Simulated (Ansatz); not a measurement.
Results of PBE0 (PAW; Ansatz, a first-principles code) for ZnLu₂S₄ (Pnma, No. 62; cell taken from a computed entry).

Excerpt of the program's output:

```
WARN output.stress: scf.convergence.dr2_threshold = 2.8e-9 eV is looser than the 1.6e-9 eV advised for a printed stress (1e-10 eV for each atom of the cell …
WARN output.stress: scf.exx.energy_threshold = 1e-6 eV is looser than the 1.6e-7 eV advised for a stress under a hybrid functional (1e-8 eV for each atom of …
Crystal: 28 atoms, lattice volume = 618.525 Å³
Basis set: ecut = 460 eV, 13899 PW (Γ), exchange–correlation on 192×108×90 points (8 copies of the dense FFT grid, shifted against one another)
Bands: 207, of which v1, the nominal top of the filled ones, is band 172 counted from 1 (171 counted from 0)
Symmetry: 8 space group operations
Space group: Pnma (ITA 62), of the structure as read, at distance tolerance 8.5e-5 Å
k-points: 18 of 32
Functional: x = pbe(κ = 0.804, μ = 0.2195149727645171), c = pbe(β = 0.06672455060314922), warm-up for x = 0.75 pbe(κ = 0.804, μ = 0.2195149727645171) + 0.25 exact, c = pbe(β = 0.06672455060314922)
SCF iter   1: F=—  HF=-145614.927753 eV  |F-HF|=—  |Δ(HF+E_count)|=         —  Δρ=1.61e-3  dr2=1.34e-2
SCF iter   2: F=—  HF=-145614.928382 eV  |F-HF|=—  |Δ(HF+E_count)|=   6.28e-4  Δρ=1.07e-3  dr2=5.66e-3
  ...
Crystal: 28 atoms, lattice volume = 618.525 Å³
Initial density: handed on by an earlier stage of this run
Functional: x = 0.75 pbe(κ = 0.804, μ = 0.2195149727645171) + 0.25 exact, c = pbe(β = 0.06672455060314922)
  ...
  atom   4  Lu     0.00000000     0.00000000     0.00000000
  atom   5  Lu    -0.09736268     0.00000000     0.03253330
  atom   6  Lu     0.09736268     0.00000000    -0.03253330
  atom   7  Lu     0.09736268     0.00000000     0.03253330
  atom   8  Lu    -0.09736268     0.00000000    -0.03253330
  atom   9  Zn    -0.01212111     0.00000000    -0.10595711
  atom  10  Zn     0.01212111     0.00000000     0.10595711
  atom  11  Zn     0.01212111     0.00000000    -0.10595711
  atom  12  Zn    -0.01212111     0.00000000     0.10595711
  atom  13  S      0.00375162     0.02908163     0.00408626
  atom  14  S     -0.00375162    -0.02908163    -0.00408626
  atom  15  S     -0.00375162    -0.02908163     0.00408626
  atom  16  S      0.00375162     0.02908163    -0.00408626
  atom  17  S      0.00375162    -0.02908163    -0.00408626
  atom  18  S     -0.00375162     0.02908163     0.00408626
  atom  19  S     -0.00375162     0.02908163    -0.00408626
  atom  20  S      0.00375162    -0.02908163     0.00408626
  atom  21  S      0.01359628     0.00000000    -0.00867375
  atom  22  S     -0.01359628     0.00000000     0.00867375
  atom  23  S     -0.01359628     0.00000000    -0.00867375
  atom  24  S      0.01359628     0.00000000     0.00867375
  atom  25  S      0.00933178     0.00000000     0.01572172
  atom  26  S     -0.00933178     0.00000000    -0.01572172
  atom  27  S     -0.00933178     0.00000000     0.01572172
  atom  28  S      0.00933178     0.00000000    -0.01572172
--- Stress (GPa, compression-positive) ---
        3.053450       0.000000      -0.000000
        0.000000       3.090726       0.000000
       -0.000000       0.000000       3.207925
  P = ⅓ Tr σ = 3.1174 GPa (31.174 kbar)
```

Question: Write an input file that could have produced this run (the log leaves some choices open).

Answer: One answer among several that fit: 
Ansatz 0.2 input:
```yaml
crystal:
  lattice:
    - [13.1140950117, 0.0, 0.0]
    - [0.0, 7.6231314565, 0.0]
    - [0.0, 0.0, 6.1870797278]
  atoms:
    - { symbol: Lu, position: [0.5, 0.5, 0.5] }
    - { symbol: Lu, position: [0.0, 0.5, 0.0] }
    - { symbol: Lu, position: [0.0, 0.0, 0.0] }
    - { symbol: Lu, position: [0.5, 0.0, 0.5] }
    - { symbol: Lu, position: [0.7359640914, 0.75, 0.0025350296] }
    - { symbol: Lu, position: [0.2640359086, 0.25, 0.9974649704] }
    - { symbol: Lu, position: [0.7640359086, 0.25, 0.5025350296] }
    - { symbol: Lu, position: [0.2359640914, 0.75, 0.4974649704] }
    - { symbol: Zn, position: [0.9087387652, 0.75, 0.5905416629] }
    - { symbol: Zn, position: [0.0912612348, 0.25, 0.4094583371] }
    - { symbol: Zn, position: [0.5912612348, 0.25, 0.0905416629] }
    - { symbol: Zn, position: [0.4087387652, 0.75, 0.9094583371] }
    - { symbol: S, position: [0.6687226008, 0.4907012376, 0.2582973617] }
    - { symbol: S, position: [0.3312773992, 0.5092987624, 0.7417026383] }
    - { symbol: S, position: [0.8312773992, 0.5092987624, 0.7582973617] }
    - { symbol: S, position: [0.1687226008, 0.4907012376, 0.2417026383] }
    - { symbol: S, position: [0.1687226008, 0.0092987624, 0.2417026383] }
    - { symbol: S, position: [0.8312773992, 0.9907012376, 0.7582973617] }
    - { symbol: S, position: [0.3312773992, 0.9907012376, 0.7417026383] }
    - { symbol: S, position: [0.6687226008, 0.0092987624, 0.2582973617] }
    - { symbol: S, position: [0.0724598677, 0.75, 0.7460140747] }
    - { symbol: S, position: [0.9275401323, 0.25, 0.2539859253] }
    - { symbol: S, position: [0.4275401323, 0.25, 0.2460140747] }
    - { symbol: S, position: [0.5724598677, 0.75, 0.7539859253] }
    - { symbol: S, position: [0.9101507618, 0.75, 0.224378594] }
    - { symbol: S, position: [0.0898492382, 0.25, 0.775621406] }
    - { symbol: S, position: [0.5898492382, 0.25, 0.724378594] }
    - { symbol: S, position: [0.4101507618, 0.75, 0.275621406] }
basis:
  ecutwfc: 460
  ecutrho_ratio: 4
  xc_grid: 2
kpoints:
  mp_grid: { grid: [2, 4, 4] }
hamiltonian:
  xc: pbe0
  dispersion: none
  pseudopotentials: { kind: paw }
scf:
  occupations: { method: fermi_dirac, width: 0.01 }
  convergence: { dr2_threshold: 0.0000000028 }
output:
  forces: true
  stress: true
  eigenvalues: true
```

The PAW data were made under PBE.

Note: cell and atoms aren't relaxed at this level (largest force component 0.11 eV/Å, pressure 3.1 GPa).
